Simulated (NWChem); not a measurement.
**SiNH2F (SMILES N[Si]F): wB97X/SBKJC-VDZ (core potential)**

Wanted: a geometry optimisation of SiNH2F. 

Program for the calculation: NWChem 7.3.0.

1 further run of the same task is left out (set aside as unsound or not needed).

## (1) The structure to begin with

SiNH2F: 5 atoms, total charge 0, spin state singlet. As SMILES, `N[Si]F`. Geometry: relaxed at PBE0-D4/def2-TZVP. This is one conformer, not always the lowest. The run starts from this shape.

Bond lengths: N1–Si2 1.702 Å, Si2–F3 1.622 Å, N1–H4 1.010 Å, N1–H5 1.008 Å. Angles: N1–Si2–F3 98.5°, Si2–N1–H4 125.0°, Si2–N1–H5 122.2°, H4–N1–H5 112.8°.

## (2) A geometry optimisation at wB97X/SBKJC-VDZ (core potential)

run.nw

```
echo
start run
memory stack 880 mb heap 220 mb global 1100 mb

geometry units angstrom
  N       -0.421300       0.240100      -0.331100
  Si       0.136100      -1.133600       0.505100
  F        1.565400      -0.548800       1.001500
  H        0.085400       1.109600      -0.420900
  H       -1.315700       0.259100      -0.796000
end

basis "ao basis" spherical bse
  N library SBKJC-VDZ
  Si library SBKJC-VDZ
  F library SBKJC-VDZ
  H library SBKJC-VDZ
end

ecp bse
  N library SBKJC-VDZ
  Si library SBKJC-VDZ
  F library SBKJC-VDZ
end

dft
  xc wb97x
  grid fine
  convergence energy 1e-08
  maxiter 100
  mulliken
  noprint "final vectors analysis"
end

driver
  tight
  maxiter 40
end

task dft optimize
```

Launch:

```
$ nwchem run.nw > run.out
```

What values should one expect? Wanted: total energy at the end; dipole moment.

Answer, from the run:

At wB97X/SBKJC-VDZ (core potential):

```
               quantity         value
total energy at the end  -39.14618 Eh
          dipole moment        3.35 D
```

**Reading.** At the final geometry: Bond lengths: N1–Si2 1.746 Å, Si2–F3 1.745 Å, N1–H4 1.020 Å, N1–H5 1.017 Å. Angles: N1–Si2–F3 94.6°, Si2–N1–H4 122.7°, Si2–N1–H5 123.2°, H4–N1–H5 114.1°. The optimisation took 9 steps and changed the energy by -0.228 eV.
